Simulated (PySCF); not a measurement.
A made-up structure of AlH2OF, closed shell:

```xyz
5
angstrom
O -0.5902 0.7735 -0.4311
Al 0.3716 -0.1007 0.1041
F -0.0573 -1.6895 0.7254
H -1.3994 0.4255 -0.4117
H 1.6753 0.5913 0.0134
```

It is relaxed with PBE-D4/def2-SVP and then PBE0-D4/def2-TZVP (PySCF 2.14 with density fitting (its default auxiliary sets; JK sets also for MP2 and CCSD(T))). Atoms count as bonded within 1.22 times the sum of their covalent radii (H–H: 0.88 Å). The end point is not checked to be a true minimum.

(1) Does its bonding change? (Judge from chemistry; the calculation decides.)

## Answers

(1) Computed: No: no bond forms or breaks.

Where it ends: The first stage lowers the energy by 3.01 eV in 12 steps. It ends as AlH₂OF ([OH][AlH][F]):
O1  (-0.749, 0.902, -0.482)
Al2  (0.531, -0.007, 0.122)
F3  (0.258, -1.509, 0.742)
H4  (-1.662, 0.621, -0.502)
H5  (1.982, 0.571, 0.095)
(Å)

Labels in which every atom is bracketed show which atoms are joined, not bond orders.

For scale, one of the runs: PBE0-D4/def2-TZVP relaxation, 111 basis functions, launched by `OMP_NUM_THREADS=2 python run.py`. Hardware: 2 CPU threads of an AMD EPYC 9B14, shared host. Wall time 20 s; peak host memory 1.1 GiB.
